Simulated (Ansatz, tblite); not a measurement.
Removing an electron: [B(OMe)H3]- (CH6BO⁻). The state is a singlet with charge -1. Geometry: PBE-D4/def2-TZVPD. Ansatz, gas phase; energy differences of separate SCF runs; the oxidised species was run as a doublet alone.

```xyz
9

B    -0.790   -0.885   -0.248
O     0.485   -0.534    0.475
C     0.854    0.792    0.318
H     1.020    1.067   -0.754
H     1.797    0.994    0.869
H     0.078    1.502    0.698
H    -1.742   -0.177    0.170
H    -1.035   -2.084   -0.046
H    -0.667   -0.675   -1.482
```

The xTB rows come from tblite.

```tsv
level	−HOMO (eV)	vertical IE (eV)	−LUMO (eV)	HOMO–LUMO gap (eV)	remarks
GFN1-xTB	4.35	8.07	-1.54	5.89	–
r2SCAN-D4/def2-TZVPD	-0.03	3.04	-4.22	4.19	HOMO above zero (-1 singlet)
PBE0-D4/def2-TZVPD	1.07	3.20	-3.96	5.03	–
```

(1) Estimate the rows for GFN2-xTB, PBE-D4/def2-TZVPD.

Answers

(1) 
```
            level  −HOMO (eV)  vertical IE (eV)  −LUMO (eV)  HOMO–LUMO gap (eV)                       remarks
         GFN2-xTB        4.14              7.33       -7.76               11.90                             –
PBE-D4/def2-TZVPD       -0.27              2.98       -3.50                3.23  HOMO above zero (-1 singlet)
```

  A HOMO above zero means that the electron is unbound at that level or that self-interaction error raises the level; the energy of removing that electron tells which. Raw xTB energy differences between charge states are shifted by several eV; the methods need an empirical correction for them.
